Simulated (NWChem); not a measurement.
System: nitrogen dioxide (NO2, doublet); SMILES O=N[O]

Program: NWChem. Spin-unrestricted. In the optimisation the excess spin sits in a1 (C2v, its own frame). No stability test was run on the SCF state. Each level has its own optimisation; frequencies are unscaled.

For level PBE/def2-SVP:

| Property | Value |
|---|---|
| highest harmonic frequency (cm⁻¹) | 1750 |

### Question
Estimate the same quantities for level BLYP/def2-SVP.

### Answer
The highest harmonic frequency (cm⁻¹) comes out as 1667.
